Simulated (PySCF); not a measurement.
## Orbital energies and ionisation energy

Species: cyclohexane, C₆H₁₂.
Cartesian coordinates in Å at the PBE0-D3(BJ)/def2-SVP level; atoms count from 1:
```xyz
18
C6H12 angstrom
C     -0.682    1.122   -0.672
C      0.743    1.265   -0.146
C      1.468   -0.078   -0.115
C      0.682   -1.122    0.672
C     -0.743   -1.265    0.146
C     -1.468    0.078    0.115
H     -0.646    0.821   -1.736
H     -1.200    2.093   -0.644
H      1.306    1.990   -0.756
H      0.711    1.682    0.877
H      1.608   -0.437   -1.151
H      2.478    0.042    0.309
H      1.200   -2.093    0.644
H      0.646   -0.821    1.736
H     -1.306   -1.990    0.756
H     -0.711   -1.682   -0.877
H     -1.608    0.437    1.151
H     -2.478   -0.042   -0.309
```

Level: PBE0/def2-SVPD (PySCF). Frontier orbitals with their largest atomic shares (Löwdin; up to four atoms above 4 %):

```csv
orbital,ε (eV),main atoms
HOMO−3,-9.44,"C6 17 %, C3 17 %, H17 11 %, H11 11 %"
HOMO−2,-8.70,"C4 10 %, C1 10 %, C3 10 %, C6 10 %"
HOMO−1,-8.36,?
HOMO,-8.36,?
LUMO,0.80,"C3 8 %, C6 8 %, C5 8 %, C2 8 %"
LUMO+1,1.34,"H10 11 %, H16 11 %, H17 11 %, H11 11 %"
LUMO+2,1.46,"C1 11 %, C4 11 %, H13 11 %, H8 11 %"
```

Question: What vertical ionisation energy does ΔSCF give, and how far is −ε(HOMO) from it?

Answer: ΔSCF: 10.28 eV (992 kJ/mol; threshold wavelength 121 nm); ⟨S²⟩ of the doublet left behind is 0.753, against 0.75 for a pure doublet. −ε(HOMO) is 8.36 eV, 1.92 eV below it. For the exact functional −ε(HOMO) would equal the first vertical ionisation energy; PBE0 (global hybrid, 25 % exact exchange) falls short of its own ΔSCF value by 19 %.

Question: On which atoms does the HOMO lie?

Answer: HOMO: C3 12 %, C6 12 %, C2 12 %, C5 12 %; HOMO−1: C1 12 %, C4 12 %, C5 12 %, C2 12 %. These 2 orbitals lie within 0.02 eV of one another; within a degenerate set any mixture serves as well, and the shares of a single orbital can change with the mixture. The HOMO−2 lies 0.34 eV lower.

Question: How many of the 10 lowest singlet excitations (vertical TDDFT, same level) lie below the ionisation energy?

Answer: All 10; they run from 8.05 to 8.93 eV.

Question: Shift the occupied levels rigidly so that −ε(HOMO) equals the ΔSCF value. What binding energies result?

Answer: The shift is +1.92 eV: HOMO 10.28, HOMO−1 10.28, HOMO−2 10.62, HOMO−3 11.36 eV. A rigid shift is only a rough guide to the deeper ionisations.

Question: What total energies stand behind the ΔSCF value?

Answer: E(N) = -235.43434 Eh and E(N − 1) = -235.05643 Eh at the same geometry, 0.37791 Eh apart.

Question: What kinetic energy would electrons from this vertical process carry with He I light (21.218 eV)?

Answer: 21.22 − 10.28 = 10.94 eV.

One conformer (not necessarily the lowest) at the PBE0-D3(BJ)/def2-SVP geometry, without solvent, vibrations or thermal averaging.

The run behind these numbers computed excited states and ΔSCF ions as well. Hardware: one thread of an Arm Neoverse V2, no GPU (shared host). Cost: 1.9 min wall.
